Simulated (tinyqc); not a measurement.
UHF in the sto-3g basis, for CH, spin multiplicity 4, step by step. One step of it, computed by the program tinyqc.

Task: Orthogonalisation. S = U s U^T; symmetric (Loewdin) form X = U s^(-1/2) U^T, so that X^T S X = 1.

overlap S, order 1C 1s, 1C 2s, 1C 2px, 1C 2py, 1C 2pz, 2H 1s:
```
[[1.000000, 0.248362, 0.000000, 0.000000, 0.000000, 0.013039],
 [0.248362, 1.000000, 0.000000, 0.000000, 0.000000, 0.184037],
 [0.000000, 0.000000, 1.000000, 0.000000, 0.000000, 0.000000],
 [0.000000, 0.000000, 0.000000, 1.000000, 0.000000, 0.000000],
 [0.000000, 0.000000, 0.000000, 0.000000, 1.000000, 0.216961],
 [0.013039, 0.184037, 0.000000, 0.000000, 0.216961, 1.000000]]
```

Give: eigenvalues of S; X.

Result:

eigenvalues of S: [0.663, 0.837, 1.000, 1.000, 1.151, 1.350]

X, order 1C 1s, 1C 2s, 1C 2px, 1C 2py, 1C 2pz, 2H 1s:
```
[[1.025, -0.131, 0.000, 0.000, -0.002, 0.012],
 [-0.131, 1.039, 0.000, 0.000, 0.016, -0.100],
 [0.000, 0.000, 1.000, 0.000, 0.000, 0.000],
 [0.000, 0.000, 0.000, 1.000, 0.000, 0.000],
 [-0.002, 0.016, 0.000, 0.000, 1.019, -0.114],
 [0.012, -0.100, 0.000, 0.000, -0.114, 1.033]]
```
